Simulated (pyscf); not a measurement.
PySCF, gas phase, ωB97X-D3(BJ)/def2-SVP geometries.

Problem. Estimate the classical barrier height and the reaction energy of HO–B(OH)–Cl + hydrogen chloride (HCl) -> HO–B(Cl)–Cl + water (H₂O) at HF/def2-TZVP. The step runs on the singlet surface, breaks B–O, Cl–H and forms B–Cl, H–O; take the separated reactants as zero.

Solution. ΔE‡ = 166.8 kJ/mol, ΔE = +65.8 kJ/mol. CCSD(T)/def2-TZVPP + ΔMP2(QZVPP) gives 104.1 kJ/mol and +47.8 kJ/mol. Zero-point energy shifts the barrier by +1.2 kJ/mol. It is a four-centre exchange, with an imaginary mode of 944i cm⁻¹. On the product side the descent ends in an adduct with a B–O contact, 15.4 kJ/mol under the separated species and 62.3 kJ/mol under the saddle at ωB97X-D3(BJ)/def2-TZVP. What is counted as broken (B–O) persists as a longer contact in the product adduct; parting that adduct is a step of its own. At ωB97X-D3(BJ) the barrier from the zero used here is 94.4 kJ/mol. This is the saddle that the search found; another between the same sides may lie lower. The CCSD(T) − MP2 part came from Ansatz, without density fitting, on the same reference.
